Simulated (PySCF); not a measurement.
Li₂.
Z-matrix (Å and degrees, CAM-B3LYP/6-31+G* geometry), rows numbered from 1:
```
Li
Li  1  2.7036
```

The calculation used PySCF 2.14.0, CAM-B3LYP/6-31+G* geometry optimisation, gas phase.

Masses are those of the commonest isotopes; rigid-rotor values at the optimised geometry. 

Question: What are the moment of inertia and the rotational constant?

Answer: I = 25.641 u·Å², B = 505379 MHz·u·Å²/I = 19710 MHz (0.6574 cm⁻¹, or 0.946 K as hB/k). For two atoms I = μr² with μ = 3.5080 u and r = 2.7036 Å.

Question: List the first levels of a rigid rotor in a Σ state.

Answer: E(J) = BJ(J+1): J = 1: 1.315, J = 2: 3.945, J = 3: 7.889, J = 4: 13.149, J = 5: 19.723, J = 6: 27.613 cm⁻¹.

Question: Has it a pure rotational spectrum?

Answer: Not by electric dipole: D∞h allows no dipole (computed 0.00 D). Rotational Raman lines (ΔJ = 2) lie at B(4J + 6), spaced by 4B = 2.630 cm⁻¹, with nuclear-spin weights that differ between even and odd J.

Question: Estimate the classical rotational partition function at 25 K, 200 K and 298.15 K.

Answer: Point group D∞h, symmetry number σ = 2; q = kT/(σhB), k/h = 20836.6 MHz/K: 13.2 at 25 K, 106 at 200 K, 158 at 298.15 K.

No CAM-B3LYP/6-31+G* frequencies stand behind this structure, so it isn't proved a minimum. Constants of a rigid frame at the computed geometry: no zero-point averaging, no centrifugal distortion.

On Arm Neoverse N1, one thread (shared host), this took 1.8 s and 0.23 GiB of memory at its peak. These figures are those of the optimisation.
